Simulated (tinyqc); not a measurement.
Worked calculation (part 2 of 3): UHF in the sto-6g basis, for CH2, spin multiplicity 3. Computed by tinyqc, a small Python program that keeps every step (integrals from PySCF). Command: `OMP_NUM_THREADS=1 python tinyqc.py 30137 30138 out.jsonl` (the two numbers bound the seeds that draw the settings). One thread of a shared host (Intel(R) Xeon(R) Processor @ 2.60GHz), about 0.2 s of CPU time with the checks.

Geometry (angstrom):
```
atom         x          y         z
C     0.000000   0.000000  0.000000
H     0.000000   1.284000  0.663000
H     0.000000  -1.246000  0.643000
```

## Iteration 1: diagonalisation and new density

F(alpha) (hartree):
```
             1C 1s      1C 2s     1C 2px     1C 2py     1C 2pz      2H 1s      3H 1s
1C 1s   -11.976574  -2.980437   0.000000   0.000688  -0.005028  -0.362386  -0.399790
1C 2s    -2.980437  -1.600425   0.000000   0.006575  -0.055175  -0.515314  -0.551336
1C 2px    0.000000   0.000000  -0.012004   0.000000   0.000000   0.000000   0.000000
1C 2py    0.000688   0.006575   0.000000  -0.120304   0.003277  -0.265440   0.279995
1C 2pz   -0.005028  -0.055175   0.000000   0.003277  -0.040779  -0.144042  -0.151157
2H 1s    -0.362386  -0.515314   0.000000  -0.265440  -0.144042  -0.341770  -0.111351
3H 1s    -0.399790  -0.551336   0.000000   0.279995  -0.151157  -0.111351  -0.363678
```

F(beta) (hartree):
```
             1C 1s      1C 2s    1C 2px     1C 2py     1C 2pz      2H 1s      3H 1s
1C 1s   -10.153215  -2.694364  0.000000   0.000454  -0.003296  -0.323219  -0.356581
1C 2s    -2.694364  -1.161850  0.000000   0.004730  -0.038085  -0.366014  -0.391645
1C 2px    0.000000   0.000000  0.190997   0.000000   0.000000   0.000000   0.000000
1C 2py    0.000454   0.004730  0.000000   0.114254   0.002440  -0.172091   0.180699
1C 2pz   -0.003296  -0.038085  0.000000   0.002440   0.170587  -0.093411  -0.097584
2H 1s    -0.323219  -0.366014  0.000000  -0.172091  -0.093411  -0.098193  -0.078683
3H 1s    -0.356581  -0.391645  0.000000   0.180699  -0.097584  -0.078683  -0.113985
```

X:
```
                1          2          3         4          5          6          7
1C 1s   -0.377172  -0.079951   0.723971  0.000000  -0.579393   0.021656   0.245822
1C 2s    0.960237   0.167133  -0.271488  0.000000  -0.252630   0.034555   0.503720
1C 2px   0.000000   0.000000   0.000000  1.000000   0.000000   0.000000   0.000000
1C 2py  -0.179086   0.912013   0.004250  0.000000  -0.000518   0.612537  -0.036682
1C 2pz   0.382688   0.063589   0.649117  0.000000   0.671807   0.012432   0.196782
2H 1s   -0.491803  -0.790871  -0.234984  0.000000   0.190614   0.434429   0.343127
3H 1s   -0.766964   0.574474  -0.222356  0.000000   0.181739  -0.382782   0.396495
```

Diagonalise F' = X^T F X, C = X C', fill 5 alpha and 3 beta electrons from the bottom; D(s) = C_occ C_occ^T. Each column has its largest component positive (the first on a tie).

F' = X^T F X (alpha) (hartree):
```
           1          2          3          4          5          6          7
1  -0.346553  -0.172567   1.620109   0.000000  -1.268651   0.032000   0.573560
2  -0.172567   0.327721   0.379456   0.000000  -0.310835   0.105202   0.143980
3   1.620109   0.379456  -5.067344   0.000000   4.829036  -0.217024  -2.733427
4   0.000000   0.000000   0.000000  -0.012004   0.000000   0.000000   0.000000
5  -1.268651  -0.310835   4.829036   0.000000  -4.832351   0.227497   2.923579
6   0.032000   0.105202  -0.217024   0.000000   0.227497  -0.411355  -0.154631
7   0.573560   0.143980  -2.733427   0.000000   2.923579  -0.154631  -2.591023
```

orbital energies (alpha) (hartree): MO1 -11.977013, MO2 -0.979377, MO3 -0.411442, MO4 -0.154629, MO5 -0.012004, MO6 0.220351, MO7 0.381206

coefficients C (alpha):
```
              MO1        MO2        MO3        MO4       MO5        MO6        MO7
1C 1s    0.998385  -0.227867  -0.004481   0.101527  0.000000  -0.101053   0.011891
1C 2s    0.006608   0.863718   0.023564  -0.518127  0.000000   0.567461  -0.073274
1C 2px   0.000000   0.000000   0.000000   0.000000  1.000000   0.000000   0.000000
1C 2py  -0.000062  -0.006193   0.497530  -0.003672  0.000000   0.082143   0.993010
1C 2pz   0.000511   0.047203  -0.005036   0.678490  0.000000   0.771399  -0.066272
2H 1s   -0.000211   0.186680   0.492844   0.435807  0.000000  -0.686935  -0.570800
3H 1s   -0.000200   0.202634  -0.487298   0.418075  0.000000  -0.589309   0.709834
```

F' = X^T F X (beta) (hartree):
```
           1          2          3         4          5          6          7
1  -0.006340  -0.133016   1.280248  0.000000  -1.018524   0.024615   0.511003
2  -0.133016   0.497016   0.304981  0.000000  -0.254694   0.106272   0.127797
3   1.280248   0.304981  -4.097733  0.000000   4.170430  -0.190779  -2.427501
4   0.000000   0.000000   0.000000  0.190997   0.000000   0.000000   0.000000
5  -1.018524  -0.254694   4.170430  0.000000  -4.021657   0.200709   2.594052
6   0.024615   0.106272  -0.190779  0.000000   0.200709  -0.153339  -0.137198
7   0.511003   0.127797  -2.427501  0.000000   2.594052  -0.137198  -2.063588
```

orbital energies (beta) (hartree): MO1 -10.159117, MO2 -0.548301, MO3 -0.156970, MO4 0.071597, MO5 0.190997, MO6 0.403009, MO7 0.544141

coefficients C (beta):
```
              MO1        MO2        MO3        MO4       MO5        MO6        MO7
1C 1s    0.993261  -0.234656  -0.004434   0.117668  0.000000  -0.116963   0.014155
1C 2s    0.027614   0.820673   0.021489  -0.548557  0.000000   0.600416  -0.079378
1C 2px   0.000000   0.000000   0.000000   0.000000  1.000000   0.000000   0.000000
1C 2py  -0.000204  -0.006344   0.477221  -0.006303  0.000000   0.088594   1.002365
1C 2pz   0.001755   0.048731  -0.003107   0.682686  0.000000   0.767319  -0.069454
2H 1s   -0.004464   0.225568   0.508984   0.420003  0.000000  -0.684093  -0.557684
3H 1s   -0.004761   0.243397  -0.496998   0.405650  0.000000  -0.583189   0.702512
```

D(alpha) after iteration 1:
```
            1C 1s      1C 2s    1C 2px     1C 2py     1C 2pz      2H 1s      3H 1s
1C 1s    1.059025  -0.242925  0.000000  -0.001252   0.058661  -0.000711  -0.001744
1C 2s   -0.242925   1.015063  0.000000   0.008276  -0.310889  -0.052953  -0.053082
1C 2px   0.000000   0.000000  1.000000   0.000000   0.000000   0.000000   0.000000
1C 2py  -0.001252   0.008276  0.000000   0.247588  -0.005289   0.242448  -0.245235
1C 2pz   0.058661  -0.310889  0.000000  -0.005289   0.462602   0.302020   0.295679
2H 1s   -0.000711  -0.052953  0.000000   0.242448   0.302020   0.467672  -0.020134
3H 1s   -0.001744  -0.053082  0.000000  -0.245235   0.295679  -0.020134   0.453307
```

D(beta) after iteration 1:
```
            1C 1s      1C 2s    1C 2px     1C 2py     1C 2pz      2H 1s      3H 1s
1C 1s    1.041651  -0.165243  0.000000  -0.000830  -0.009678  -0.059621  -0.059640
1C 2s   -0.165243   0.674729  0.000000   0.005043   0.039974   0.195932   0.188938
1C 2px   0.000000   0.000000  0.000000   0.000000   0.000000   0.000000   0.000000
1C 2py  -0.000830   0.005043  0.000000   0.227781  -0.001792   0.241468  -0.238721
1C 2pz  -0.009678   0.039974  0.000000  -0.001792   0.002387   0.009403   0.013397
2H 1s   -0.059621   0.195932  0.000000   0.241468   0.009403   0.309966  -0.198040
3H 1s   -0.059640   0.188938  0.000000  -0.238721   0.013397  -0.198040   0.306272
```

## Iteration 2: building the Fock matrix

core Hamiltonian H = T + V (hartree):
```
             1C 1s      1C 2s     1C 2px     1C 2py     1C 2pz      2H 1s      3H 1s
1C 1s   -18.682926  -4.292078   0.000000   0.000563  -0.009620  -0.509421  -0.562269
1C 2s    -4.292078  -5.406929   0.000000   0.005391  -0.102802  -1.389461  -1.490154
1C 2px    0.000000   0.000000  -4.372544   0.000000   0.000000   0.000000   0.000000
1C 2py    0.000563   0.005391   0.000000  -4.484639   0.002162  -1.149456   1.218704
1C 2pz   -0.009620  -0.102802   0.000000   0.002162  -4.402413  -0.607835  -0.643776
2H 1s    -0.509421  -1.389461   0.000000  -1.149456  -0.607835  -2.866314  -0.212917
3H 1s    -0.562269  -1.490154   0.000000   1.218704  -0.643776  -0.212917  -2.931046
```

nuclear repulsion = 4.67078397 hartree

Given earlier and not repeated: Two-electron integrals (ij|kl) in chemists' order.

J_ij = sum D_kl (ij|kl) with D = D(alpha) + D(beta), K_ij = sum D_kl (ik|jl) for each spin; F = H + J - K(s); E = tr D H + tr D J / 2 - 0.5 sum_s tr D(s) K(s) + E_nn.

Coulomb J (hartree):
```
            1C 1s      1C 2s    1C 2px     1C 2py     1C 2pz     2H 1s      3H 1s
1C 1s   11.164934   2.012162  0.000000  -0.000092   0.002155  0.243001   0.268313
1C 2s    2.012162   4.891112  0.000000  -0.001270   0.064905  1.245308   1.334460
1C 2px   0.000000   0.000000  4.870546   0.000000   0.000000  0.000000   0.000000
1C 2py  -0.000092  -0.001270  0.000000   4.941089  -0.001626  1.117753  -1.185288
1C 2pz   0.002155   0.064905  0.000000  -0.001626   4.861701  0.584897   0.620147
2H 1s    0.243001   1.245308  0.000000   1.117753   0.584897  3.125547   0.182509
3H 1s    0.268313   1.334460  0.000000  -1.185288   0.620147  0.182509   3.178292
```

exchange K(alpha) (hartree):
```
            1C 1s      1C 2s    1C 2px     1C 2py     1C 2pz     2H 1s      3H 1s
1C 1s    3.633463   0.588124  0.000000  -0.000031  -0.002101  0.077285   0.085034
1C 2s    0.588124   0.944841  0.000000  -0.000289  -0.082657  0.291630   0.309727
1C 2px   0.000000   0.000000  0.855661   0.000000   0.000000  0.000000   0.000000
1C 2py  -0.000031  -0.000289  0.000000   0.579454  -0.007526  0.272371  -0.283453
1C 2pz  -0.002101  -0.082657  0.000000  -0.007526   0.616978  0.172386   0.176959
2H 1s    0.077285   0.291630  0.000000   0.272371   0.172386  0.569530   0.037616
3H 1s    0.085034   0.309727  0.000000  -0.283453   0.176959  0.037616   0.575366
```

exchange K(beta) (hartree):
```
            1C 1s      1C 2s    1C 2px     1C 2py     1C 2pz     2H 1s      3H 1s
1C 1s    3.583307   0.543048  0.000000  -0.000087   0.001001  0.067845   0.074938
1C 2s    0.543048   0.655107  0.000000  -0.002196   0.083769  0.271625   0.285974
1C 2px   0.000000   0.000000  0.138577   0.000000   0.000000  0.000000   0.000000
1C 2py  -0.000087  -0.002196  0.000000   0.491522  -0.003823  0.254354  -0.262950
1C 2pz   0.001001   0.083769  0.000000  -0.003823   0.156204  0.071933   0.078622
2H 1s    0.067845   0.271625  0.000000   0.254354   0.071933  0.450478   0.001248
3H 1s    0.074938   0.285974  0.000000  -0.262950   0.078622  0.001248   0.462444
```

F(alpha) (hartree):
```
             1C 1s      1C 2s     1C 2px     1C 2py     1C 2pz      2H 1s      3H 1s
1C 1s   -11.151455  -2.868039   0.000000   0.000502  -0.005364  -0.343705  -0.378990
1C 2s    -2.868039  -1.460658   0.000000   0.004411   0.044759  -0.435783  -0.465420
1C 2px    0.000000   0.000000  -0.357659   0.000000   0.000000   0.000000   0.000000
1C 2py    0.000502   0.004411   0.000000  -0.123004   0.008062  -0.304073   0.316869
1C 2pz   -0.005364   0.044759   0.000000   0.008062  -0.157690  -0.195324  -0.200589
2H 1s    -0.343705  -0.435783   0.000000  -0.304073  -0.195324  -0.310297  -0.068024
3H 1s    -0.378990  -0.465420   0.000000   0.316869  -0.200589  -0.068024  -0.328120
```

F(beta) (hartree):
```
             1C 1s      1C 2s    1C 2px     1C 2py     1C 2pz      2H 1s      3H 1s
1C 1s   -11.101299  -2.822964  0.000000   0.000559  -0.008466  -0.334265  -0.368894
1C 2s    -2.822964  -1.170924  0.000000   0.006317  -0.121666  -0.415778  -0.441667
1C 2px    0.000000   0.000000  0.359425   0.000000   0.000000   0.000000   0.000000
1C 2py    0.000559   0.006317  0.000000  -0.035071   0.004359  -0.286056   0.296365
1C 2pz   -0.008466  -0.121666  0.000000   0.004359   0.303084  -0.094870  -0.102252
2H 1s    -0.334265  -0.415778  0.000000  -0.286056  -0.094870  -0.191245  -0.031656
3H 1s    -0.368894  -0.441667  0.000000   0.296365  -0.102252  -0.031656  -0.215198
```

total energy of this density = -38.66967321 hartree

## Iteration 2: diagonalisation and new density

As before.

F' = X^T F X (alpha) (hartree):
```
           1          2          3          4          5          6          7
1  -0.195159  -0.156941   1.519497   0.000000  -1.064731   0.027068   0.555820
2  -0.156941   0.417121   0.358416   0.000000  -0.265503   0.111942   0.140014
3   1.519497   0.358416  -4.708110   0.000000   4.412515  -0.203923  -2.619987
4   0.000000   0.000000   0.000000  -0.357659   0.000000   0.000000   0.000000
5  -1.064731  -0.265503   4.412515   0.000000  -4.643905   0.214683   2.736980
6   0.027068   0.111942  -0.203923   0.000000   0.214683  -0.452676  -0.139439
7   0.555820   0.140014  -2.619987   0.000000   2.736980  -0.139439  -2.387239
```

orbital energies (alpha) (hartree): MO1 -11.154081, MO2 -0.814878, MO3 -0.454002, MO4 -0.357659, MO5 -0.344393, MO6 0.330521, MO7 0.466864

coefficients C (alpha):
```
              MO1        MO2        MO3       MO4        MO5        MO6        MO7
1C 1s    0.995730  -0.239583  -0.007477  0.000000   0.081697  -0.116617   0.013011
1C 2s    0.017744   0.881578   0.037787  0.000000  -0.419608   0.617787  -0.076093
1C 2px   0.000000   0.000000   0.000000  1.000000   0.000000   0.000000   0.000000
1C 2py  -0.000150  -0.006905   0.505794  0.000000   0.014758   0.081799   0.988747
1C 2pz   0.001211  -0.022917  -0.031726  0.000000   0.722713   0.730912  -0.063007
2H 1s   -0.002725   0.173828   0.473381  0.000000   0.427530  -0.706234  -0.574022
3H 1s   -0.002934   0.190320  -0.494587  0.000000   0.377076  -0.608490   0.714956
```

F' = X^T F X (beta) (hartree):
```
           1          2          3         4          5          6          7
1  -0.024661  -0.141297   1.430428  0.000000  -1.200037   0.028080   0.593296
2  -0.141297   0.523798   0.340021  0.000000  -0.295834   0.115011   0.144846
3   1.430428   0.340021  -4.472432  0.000000   4.654444  -0.205403  -2.617072
4   0.000000   0.000000   0.000000  0.359425   0.000000   0.000000   0.000000
5  -1.200037  -0.295834   4.654444  0.000000  -4.276517   0.215842   2.764099
6   0.028080   0.115011  -0.205403  0.000000   0.215842  -0.373040  -0.133153
7   0.593296   0.144846  -2.617072  0.000000   2.764099  -0.133153  -2.224198
```

orbital energies (beta) (hartree): MO1 -11.102934, MO2 -0.609592, MO3 -0.374799, MO4 0.217714, MO5 0.359425, MO6 0.452382, MO7 0.570179

coefficients C (beta):
```
              MO1        MO2        MO3        MO4       MO5        MO6        MO7
1C 1s    0.996695  -0.213554  -0.008423  -0.148319  0.000000  -0.090348   0.011817
1C 2s    0.013910   0.769878   0.036744   0.708028  0.000000   0.491928  -0.069945
1C 2px   0.000000   0.000000   0.000000   0.000000  1.000000   0.000000   0.000000
1C 2py  -0.000148  -0.016074   0.505594   0.009593  0.000000   0.077896   0.989122
1C 2pz   0.001622   0.102635   0.001091  -0.537412  0.000000   0.870513  -0.070052
2H 1s   -0.002452   0.252669   0.494005  -0.502960  0.000000  -0.605966  -0.580785
3H 1s   -0.002647   0.287259  -0.474962  -0.483256  0.000000  -0.511212   0.708144
```

D(alpha) after iteration 2:
```
            1C 1s      1C 2s    1C 2px     1C 2py     1C 2pz      2H 1s      3H 1s
1C 1s    1.055609  -0.228106  0.000000  -0.001071   0.065977  -0.012971  -0.014015
1C 2s   -0.228106   0.954993  0.000000   0.006830  -0.324637  -0.008313  -0.009184
1C 2px   0.000000   0.000000  1.000000   0.000000   0.000000   0.000000   0.000000
1C 2py  -0.001071   0.006830  0.000000   0.256093  -0.005223   0.244543  -0.245908
1C 2pz   0.065977  -0.324637  0.000000  -0.005223   0.523848   0.289976   0.283844
2H 1s   -0.012971  -0.008313  0.000000   0.244543   0.289976   0.437095  -0.039826
3H 1s   -0.014015  -0.009184  0.000000  -0.245908   0.283844  -0.039826   0.423033
```

D(beta) after iteration 2:
```
            1C 1s      1C 2s    1C 2px     1C 2py     1C 2pz      2H 1s      3H 1s
1C 1s    1.039077  -0.150856  0.000000  -0.000974  -0.020311  -0.060564  -0.059983
1C 2s   -0.150856   0.594256  0.000000   0.006201   0.079079   0.212642   0.203665
1C 2px   0.000000   0.000000  0.000000   0.000000   0.000000   0.000000   0.000000
1C 2py  -0.000974   0.006201  0.000000   0.255884  -0.001098   0.245705  -0.244755
1C 2pz  -0.020311   0.079079  0.000000  -0.001098   0.010538   0.026468   0.028960
2H 1s   -0.060564   0.212642  0.000000   0.245705   0.026468   0.307889  -0.162046
3H 1s   -0.059983   0.203665  0.000000  -0.244755   0.028960  -0.162046   0.308113
```
